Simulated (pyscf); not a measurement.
# Addition across a multiple bond or ene-type step: `[Cl][B]([Cl])[Cl]` + `[CH2]=[CH2]` -> `[Cl][CH2][CH2][B]([Cl])[Cl]`

Gas phase, singlet surface, charge 0. Bonds broken: Cl1–B2. Bonds formed: Cl1–C5, B2–C6. Single points on ωB97X-D3(BJ)/def2-SVP structures (PySCF, gas phase).

Transition state (Å):

```xyz
10

Cl     0.0932    -1.4575     0.7306
B     -1.4319    -0.3610     0.2022
Cl    -2.3112    -1.2442    -1.1164
Cl    -2.4121     0.0611     1.6509
C      0.5280     0.3757    -0.6851
C     -0.6898     1.0529    -0.4518
H      1.4325     0.5762    -0.1054
H      0.6527    -0.2451    -1.5785
H     -1.3023     1.2723    -1.3319
H     -0.6606     1.8427     0.3047
```

One imaginary mode, 387i cm⁻¹; descent along it reached the two sides named.

| bond | change | reactant side (Å) | saddle | product side |
|---|---|---|---|---|
| Cl1–B2 | breaks | 1.743 | 1.951 | 3.2 |
| Cl1–C5 | forms | 3.5 | 2.357 | 1.793 |
| B2–C6 | forms | 3.3 | 1.726 | 1.574 |

Electronic energies relative to the separated reactants (kcal/mol):

| level | barrier | reaction energy | reverse barrier |
|---|---|---|---|
| ωB97X-D3(BJ)/def2-TZVP | 20.9 | -8.6 | 29.4 |
| PBE/def2-TZVP | 19.8 | -4.8 | 24.6 |
| r²SCAN/def2-TZVP | 19.4 | -6.1 | 25.6 |
| B3LYP-D3(BJ)/def2-TZVP | 23.0 | -4.5 | 27.4 |
| PBE0-D3(BJ)/def2-TZVP | 17.9 | -9.6 | 27.5 |
| M06-2X/def2-TZVP | 22.3 | -6.8 | 29.1 |
| ωB97M-D3(BJ)/def2-TZVP | 23.0 | -6.0 | 29.0 |
| HF/def2-TZVP | 37.5 | +0.1 | 37.5 |

With ωB97M-D3(BJ)/def2-TZVP energies and thermal terms (ideal gas, 1 atm, RRHO with modes under 100 cm⁻¹ raised to 100, one conformer, R ln 2 for rigid chiral ones), in kcal/mol:

```csv
T (K),ΔH‡,ΔG‡,ΔH,ΔG
298,23.7,35.0,-3.5,+6.5
600,24.1,46.3,-3.0,+16.6
900,24.7,57.2,-2.1,+26.2
1200,25.3,68.0,-1.1,+35.5
```

One saddle was located; it need not be the lowest between these sides.
